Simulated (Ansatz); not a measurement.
## A computed series for GaAs: pressure series

Take GaAs in the zinc blende structure (space group F-43m, No. 216; a = 5.666 Å) as the base.

Cell and atoms are relaxed at each pressure.

All numbers come from Ansatz (a program for electronic structure) r2SCAN, no SOC, earlier PAW set.

```
P (GPa)  V (Å³/atom)
-------  -----------
-1.99         23.412
-0.99         23.057
0.90          22.460
2.10          22.122
4.50          21.521
8.98          20.591
14.99         19.606
22.49         18.640
29.99         17.864
```

Fit a third-order Birch–Murnaghan equation of state.

Least squares on P(V) = (3B₀/2)[(V₀/V)^(7/3) − (V₀/V)^(5/3)]·[1 + (3/4)(B₀′ − 4)((V₀/V)^(2/3) − 1)] gives V₀ = 22.73 Å³/atom, B₀ = 73 GPa and B₀′ = 4.4.

Measured bulk modulus of GaAs: 76.7 GPa (static lattice; corrected from measurement; as listed in Daniel Mejia-Rodriguez, S. B. Trickey, Phys. Rev. B (2018)); the computed value is 5 % below it.

Between the base and pressure 4.5 GPa the gap moves from 0.97 eV to 1.42 eV, a mean slope of 99 meV/GPa.

Load acts through the strain it causes; cell and atoms are relaxed under it. No phonon test of stability was made. Measured, GaAs leaves this structure (for a Cmcm phase) near 15 GPa (room temperature; as listed in arXiv:1906.07825).
